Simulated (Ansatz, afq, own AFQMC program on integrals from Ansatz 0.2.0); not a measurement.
## Atomization energy of Si2NH7, singlet

```tsv
atom	x (Å)	y (Å)	z (Å)
Si	-1.0537	0.7692	-0.8900
N	0.1153	0.4978	0.3719
Si	1.0087	-0.9444	0.7646
H	-1.3959	-0.5592	-1.4766
H	-0.5400	1.6591	-1.9804
H	-2.2906	1.4132	-0.3463
H	0.3571	1.3195	0.9215
H	0.4172	-2.0657	-0.0220
H	0.9164	-1.2515	2.2266
H	2.4654	-0.8380	0.4308
```

Atoms in their ground-state spins without spin–orbit coupling (mostly on UHF) minus the molecule (RHF), without zero-point energy. The geometry is a stationary point, not shown to be a minimum.

Basis def2-TZVP. Only valence electrons are correlated. Ansatz 0.2.0 and our own AFQMC program on the same integrals; the CISD trial comes from CCSD amplitudes, and released means the phaseless constraint is let go. Error bars are statistical, one sigma. The errors of all members are added in quadrature.

No full CI on the walks' own integrals is used here. The released AFQMC energy serves as the reference, which it does only where one determinant dominates, the energy is flat over the last release times and near the phaseless one (40 meV or 2 meV an electron, half that with transition metals). On small molecules, where full CI could be run and the noise was under 10 meV, such values lay within 10 meV of it in 19 cases of 20, a flattering rate, since the rule was set on those same cases; what remains of the bias isn't in the error bar. Each member takes its own surest rung, up to full CI.

Errors are counted within def2-TZVP, not against nature.

Cautions: Si₂NH₇ (singlet): the released value is read at 1.50 1/Eh with a noise of 12 meV, more than in the cases checked (meV from the phaseless value at times in 1/Eh: -10 ± 6 at 0.24, -1 ± 8 at 0.51, 12 ± 9 at 0.99, 3 ± 12 at 1.50); other spins of the molecule weren't checked.

Reference (AFQMC with the constraint released): 2963.9 ± 1.2 kJ/mol.

| level | atomization energy (kJ/mol) | error against released AFQMC (kJ/mol) |
| --- | --- | --- |
| HF | 2302.1 | -661.8 ± 1.2 |
| MP2 | 2944.1 | -19.8 ± 1.2 |
| CCSD | 2940.8 | -23.1 ± 1.2 |
| CCSD(T) | 2965.4 | 1.5 ± 1.2 |
| ph-AFQMC/CISD | 2965.7 ± 0.7 | 1.8 ± 1.4 |

Correlation beyond CCSD(T) changes it by less than twice the noise. The perturbative (T) step is worth +24.7 kJ/mol.

Released energies are given only where the last usable release times agree within the noise; a slower fall can still hide under it.
